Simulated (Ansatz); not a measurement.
[AlClH3]- (AlH3Cl⁻). The state is a triplet with charge -1. Geometry PBE0-D4/def2-TZVPD, that of the charge -1 singlet; atoms count from 1.

```tsv
atom	x (Å)	y (Å)	z (Å)
Al1	-0.079	-0.139	-0.002
Cl2	1.028	1.808	0.031
H3	0.790	-1.170	-0.915
H4	-1.543	0.153	-0.652
H5	-0.196	-0.652	1.539
```

The highest occupied level of the charge -1 triplet lies above zero (up to 2.08 eV). By energy differences it is unbound by 0.90 eV (vertical, to the charge 0 doublet, at PBE0-D4/def2-TZVPD) and held by the finite basis. At PBE0-D4/def2-TZVPD a singlet of charge -1 lies 5.68 eV below the triplet at the same geometry.

(1) Estimate the Mulliken populations from the PBE0/def2-TZVPD orbitals of Ansatz.

(2) Where does the spin sit?

(3) And the Mayer bond orders between bonded heavy atoms (over 0.3)?

Answers

(1) 
| atom | charge (e) | spin (α − β) |
| --- | --- | --- |
| Al1 | -0.75 | 1.16 |
| Cl2 | -0.16 | 0.20 |
| H3 | 0.04 | 0.42 |
| H4 | -0.07 | 0.11 |
| H5 | -0.07 | 0.11 |
Mulliken values and Mayer orders depend strongly on the basis. With diffuse functions, as here, like atoms can get unlike values, and bond orders can come out too low or too high.

(2) Summed by element: Al 1.16, Cl 0.20, H 0.64, of 2 unpaired in all. Largest on single atoms: Al1 1.16, H3 0.42, Cl2 0.20.

(3) Al1–Cl2 0.56 (2.24 Å).
